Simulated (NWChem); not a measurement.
Correlation energy of tetrafluoromethane (CF₄)

```xyz
5

F      1.0742     0.0000    -0.7596
C      0.0000     0.0000     0.0000
F     -1.0742     0.0000    -0.7596
F      0.0000    -1.0742     0.7596
F      0.0000     1.0742     0.7596
```
Charge 0, spin multiplicity 1.

Program: NWChem. The geometry was optimised at PBE0/def2-SVP, a minimum by its harmonic frequencies.

Basis set: 3-21G. Each correlation energy counts from its own Hartree-Fock reference.

The correlated methods keep 5 core orbitals frozen. Coupled-cluster values serve here as a point of comparison, not as the truth.

Task: One of these methods gave a correlation energy of -552.9 mHa. Which?
A. CR-CCSD[T]
B. SCS-MP2
C. CCSD
D. MP2

Result: D, MP2. The others give -535.5 (SCS-MP2), -563.9 (CR-CCSD[T]), -554.8 (CCSD).
